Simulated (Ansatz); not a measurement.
# AlBNH (triplet): wave-function methods side by side at a displaced geometry (v1), cc-pVDZ

The task here is to estimate one member of a computed series from the others.

Method: cc-pVDZ, core rule «outside noble gas», up to 7 orbitals frozen; program: Ansatz 0.2.0, Gaussian basis.

The runs, in order: UHF; CCSD(T) on ROHF; CCSD(T) on UHF; BCCD(T) on ROHF; CISD; CCSDT(Q) on ROHF; CCSDT(Q) on UHF.

31 further runs of the same task are left out: 17 that didn't finish, 14 set aside as unsound or not needed.

**The system**

The geometry is a PBE0/def2-TZVP stationary point (not a proven minimum) with its atoms shifted at random (size 0.040 Å).

4 atoms, charge 0, spin multiplicity 3.

Atoms are counted from 1 here; the program's logs count them from 0.

Bond lengths: Al1–N3 1.838 Å, Al1–H4 1.574 Å, B2–N3 1.221 Å. Angles: N3–Al1–H4 115.5°, Al1–N3–B2 164.6°.

The first run:

in.yaml reads:

```yaml
crystal:
  periodic: [false, false, false]
  atoms:
    - {symbol: Al, position_ang: [-0.011268, -0.120488, 1.085963]}
    - {symbol: B, position_ang: [-0.012102, 0.003013, -1.944398]}
    - {symbol: N, position_ang: [0.035862, 0.144307, -0.732195]}
    - {symbol: H, position_ang: [-0.066914, 1.187688, 1.960011]}
basis:
  gaussian: {orbitals: cc-pVDZ}
magnetization: {spin_polarized: true, initial_magnetization: 2}
hamiltonian: {xc: hf}
output: {orbitals: {seedname: orbitals}}
```

On the command line:

```bash
$ ansatz run in.yaml --threads 1 --pin off --events-out ev --progress --plain --max-ram 2393MiB
```

Steps of the session up to this table: UHF; CCSD(T) on ROHF; CCSD(T) on UHF; BCCD(T) on ROHF; CISD; CCSDT(Q) on ROHF; CCSDT(Q) on UHF.

One table of the session follows, with a row left open; its other results are not shown here.

```
   method  from UCCSDT(Q) (meV)
     ROHF               +7920.2
      UHF               +7777.1
     RMP2                +876.3
     UMP2                +891.7
     CISD                +996.6
    RCCSD                +358.5
    UCCSD                +355.7
 RCCSD(T)                     ?
 UCCSD(T)                 +58.7
  BCCD(T)                 +55.1
   RCCSDT                 +29.2
   UCCSDT                 +29.1
RCCSDT(Q)                  +4.0
UCCSDT(Q)                     0
```

Q: Estimate the row for RCCSD(T) from the others.

As computed: from UCCSDT(Q) (meV): +54.6. In the column «from UCCSDT(Q) (meV)» it lies between RCCSDT (+29.2) and BCCD(T) (+55.1).

Limits of these values: Restricted and unrestricted rows rest on different reference determinants; where their highest levels disagree by more than a few hundredths of an eV, they describe different states and don't form one ladder.
